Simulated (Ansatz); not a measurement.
The input, for Ansatz 0.2.0:

```yaml
crystal:
  periodic: [false, false, false]
  atoms:
    - {symbol: Si, position_ang: [0.000000, -0.169931, 0.583209]}
    - {symbol: O, position_ang: [0.000000, 0.223337, -1.099827]}
    - {symbol: H, position_ang: [0.000000, 1.189880, 1.207274]}
basis:
  gaussian: {orbitals: def2-SVP}
magnetization: {spin_polarized: false, initial_magnetization: 3}
correlation: {active_space: {ras: {orbitals: [4, 3, 24], electrons: 12, max_holes: 2, max_particles: 2}, fixed_orbitals: true}}
output: {forces: true}
```

```sh
$ ansatz run in.yaml --threads 1 --pin off --events-out ev --progress --plain --max-ram 2393MiB
```

Q: What does the program do with this input?

A: Stopped by an error. The input was made wrong on purpose (electron count of the space is wrong), so the run isn't a sound calculation of what was asked.
```
347 factors; integrals over basis functions are off by at most 9.9e-4 eV
mean field evaluation 1: about -9904.8437 eV, gradient 1.9e1 eV
mean field evaluation 2: about -9904.8447 eV, gradient 1.9e1 eV
mean field evaluation 4: about -9907.2234 eV, gradient 3.0e0 eV
mean field evaluation 8: about -9907.5268 eV, gradient 2.8e-1 eV
mean field evaluation 16: about -9902.0431 eV, gradient 2.0e1 eV
mean field evaluation 32: about -9907.4845 eV, gradient 2.2e-3 eV
mean field evaluation 64: about -9905.6215 eV, gradient 7.1e0 eV
mean field -9907.53202468 eV, -364.0950863405 hartree, gradient 1.4e-6 eV, S^2 3.750000; 8 other end points of the search recorded, 0 dependent functions left out
reference -9907.53202468 eV, -364.0950863405 hartree; 13, 10 occupied and 24, 27 virtual orbitals, 347 factors
Error: 12 electrons in 31 orbitals form no window around the highest filled level of the reference
```
